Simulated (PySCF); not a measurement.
## Bonding in oxazole

Species: oxazole, C3H3NO.
Atom-mapped SMILES: `[cH:1]1[cH:2][o:3][cH:4][n:5]1` (hydrogens: H6 on C1; H7 on C2; H8 on C4)

Geometry (GFN2-xTB, Å), atoms numbered from 1 in this order:
```
atom  x, y, z in Å
C1    -0.833   -0.531    0.245
C2    -0.665    0.745   -0.193
O3     0.657    0.949   -0.373
C4     1.228   -0.212   -0.038
N5     0.394   -1.123    0.336
H6    -1.728   -1.060    0.497
H7    -1.336    1.551   -0.401
H8     2.293   -0.309   -0.096
```

Bond orders from the PBE0/pcSseg-1 density (PySCF). Isolated species at its GFN2-xTB geometry, gas phase.

Question: How far do the computed orders between heavy atoms stray from the drawn ones?

Answer: The largest departure is 0.445, at C2–O3 (drawn aromatic, 1.055), counting aromatic bonds as 1.5. The bonds drawn aromatic range from 1.05 to 1.70.

Question: Give the Mayer order of every bond between heavy atoms, beside its length.

Answer: 
```csv
bond,drawn as,length (Å),Mayer order
C1–C2,aromatic,1.359,1.633
C2–O3,aromatic,1.350,1.055
O3–C4,aromatic,1.336,1.119
C4–N5,aromatic,1.290,1.698
N5–C1,aromatic,1.365,1.270
```

Bonds between the same two heavy elements. C–O: lowest C2–O3 (1.055, 1.350 Å), highest O3–C4 (1.119, 1.336 Å). C–N: lowest N5–C1 (1.270, 1.365 Å), highest C4–N5 (1.698, 1.290 Å).

Question: And the bonds to hydrogen?

Answer: C–H: 0.96 to 0.98 (3 bonds).

Question: Sum the orders of all bonds at each heavy atom with more than one neighbour and set the sums beside the valence in the SMILES.

Answer: C1 3.887 (drawn 4), C2 3.668 (drawn 4), O3 2.174 (drawn 2), C4 3.782 (drawn 4), N5 2.968 (drawn 3). Orders between atoms that aren't bonded are not in these sums.

For a closed shell the Mayer order of atoms A and B is Σ (PS)μν (PS)νμ over the basis functions μ on A and ν on B, with P the density and S the overlap matrix.
